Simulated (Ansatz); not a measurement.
`[Cl][AlH][Cl]` + `[SiH3]`• → `[Cl][Al][Cl]`• + SiH₄ at 500 K and 1 bar (hydrogen abstraction from the Al–H bond).

Calculated with Ansatz (gas phase, PBE0-D4/def2-TZVP geometries, no zero-point term in ΔE). CBS: MP2 limit from def2 TZ/QZ plus the TZ coupled-cluster correction, frozen cores. This one scheme is used for every species. No spin–orbit coupling; open shells (•) take unrestricted orbitals.

| species | CCSD(T)/CBS energy (Eh) | H − E (kJ/mol) | S (J/(mol·K)) |
| --- | --- | --- | --- |
| `[Cl][AlH][Cl]` | -1162.30651 | 52.9 | 322.5 |
| `[SiH3]`• | -290.80808 | 75.1 | 240.4 |
| `[Cl][Al][Cl]`• | -1161.66534 | 30.6 | 317.6 |
| SiH₄ | -291.46306 | 102.4 | 230.9 |

H − E and S are ideal-gas, rigid-rotor, harmonic terms from PBE0-D4/def2-TZVP, with the whole ground term of open shells counted as degenerate. 1 Eh = 2625.50 kJ/mol, R = 8.31446 J/(mol·K).

Question: By hand: ΔE, ΔH, ΔS and ΔG.

Answer: ΔE = (-1161.66534) + (-291.46306) − (-1162.30651) − (-290.80808) = -0.01381 Eh = -36.3 kJ/mol. Δ(H − E) = 30.6 + 102.4 − 52.9 − 75.1 = 5.0, so ΔH = -31.3 kJ/mol. ΔS = 317.6 + 230.9 − 322.5 − 240.4 = -14.4 J/(mol·K). ΔG = -31.3 − 500 × (-14.4)/1000 = -24.1 kJ/mol.

Question: By hand: the equilibrium constant, and the temperature at which ΔG would vanish if ΔH and ΔS stayed fixed.

Answer: log₁₀ K = −ΔG/(RT ln 10) = 2.5. ΔG = 0 at ΔH/ΔS = 2174 K, though so small a ΔS makes that figure unsure.

The number of gas molecules stays the same, so ΔS is small and ΔH decides. A doubt of 5 kJ/mol in ΔE shifts log₁₀ K by 0.5 here. These are equilibria of isolated gas molecules and say nothing of rates. Largest T1 diagnostic: 0.015 (customary marks: 0.02 for closed shells, 0.045 for open ones).
